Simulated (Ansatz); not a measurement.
I need a geometry optimisation of C₅H₇S (charge -1), SMILES CC#CCC[S-]. Use Ansatz's Python interface. Level of theory: PBE0, def2-SVP basis, multiplicity 1.

```xyz
13

C     2.7712    0.0594   -0.0549
C     1.3405   -0.0022    0.2305
C     0.1578   -0.0332    0.4401
C    -1.2973   -0.0661    0.6948
C    -2.1412   -0.1248   -0.5887
S    -2.4173    1.5428   -1.3162
H     3.3064    0.5778    0.7464
H     2.9594    0.5953   -0.9901
H     3.1933   -0.9456   -0.1494
H    -1.5032   -0.9765    1.2736
H    -1.5881    0.7737    1.3377
H    -1.6779   -0.8196   -1.3008
H    -3.1037   -0.5809   -0.3232
```

Script `c5h7s.py`:
```python
# -*- coding: utf-8 -*-
"""Minimum-energy structure of C5H7S(-)."""

import itertools

import ansatz as az
from ase.data import atomic_numbers, covalent_radii
import numpy as np

geometry_ang = [
    ("C", [2.7712, 0.0594, -0.0549]),
    ("C", [1.3405, -0.0022, 0.2305]),
    ("C", [0.1578, -0.0332, 0.4401]),
    ("C", [-1.2973, -0.0661, 0.6948]),
    ("C", [-2.1412, -0.1248, -0.5887]),
    ("S", [-2.4173, 1.5428, -1.3162]),
    ("H", [3.3064, 0.5778, 0.7464]),
    ("H", [2.9594, 0.5953, -0.9901]),
    ("H", [3.1933, -0.9456, -0.1494]),
    ("H", [-1.5032, -0.9765, 1.2736]),
    ("H", [-1.5881, 0.7737, 1.3377]),
    ("H", [-1.6779, -0.8196, -1.3008]),
    ("H", [-3.1037, -0.5809, -0.3232]),
]
molecule = az.Crystal.molecule()
for symbol, xyz in geometry_ang:
    molecule = molecule.atom(symbol, xyz)

calc = molecule.calculation().basis(gaussian="def2-SVP").functional("PBE0").charge(-1)
symbols = [site.symbol for site in molecule.cartesian_sites]
start = np.array([site.position_ang for site in molecule.cartesian_sites], dtype=float)
r = calc.relax(force_tolerance=0.005).run(threads=1).report
end = np.array(r["positions_ang"])

print(f"E = {r['free_energy_ev']:.6f} eV = {r['free_energy_ev'] / 27.211386246:.7f} Ha")
print("converged:", r["converged"], " doubts:", r["published_state_doubts"] or "none")

# pairs closer than 1.2 times the sum of covalent radii, before or after
radius = [covalent_radii[atomic_numbers[s]] for s in symbols]
span = lambda where, i, j: np.linalg.norm(where[i] - where[j])
bonded = [(i, j) for i, j in itertools.combinations(range(len(symbols)), 2) if min(span(start, i, j), span(end, i, j)) < 1.2 * (radius[i] + radius[j])]
print("pair        before    after (A)")
for i, j in bonded:
    print(f"{symbols[i]}{i}-{symbols[j]}{j}".ljust(10), f"{span(start, i, j):8.4f} {span(end, i, j):8.4f}")
```

```console
$ python c5h7s.py
E = -16115.615664 eV = -592.2379521 Ha
converged: True  doubts: none
pair        before    after (A)
C0-C1        1.4602   1.4551
C0-H6        1.0942   1.1042
C0-H7        1.0942   1.1036
C0-H8        1.0941   1.1043
C1-C2        1.2015   1.2151
C2-C3        1.4776   1.4597
C3-C4        1.5372   1.5441
C3-H9        1.0983   1.1123
C3-H10       1.0969   1.1043
C4-S5        1.8402   1.8010
C4-H11       1.0975   1.1120
C4-H12       1.0977   1.1131
```

Caveats:
- Total energies depend on the basis set; only differences at equal settings carry meaning.
- The end point is the stationary point reached from this start; no frequency run checks that it is a minimum, and the basis set is modest.
- Anions want diffuse functions, which this basis lacks.
- Wall time of the script: 82 s on 1 thread of Arm Neoverse V2, on a shared host, peak memory 0.36 GiB.
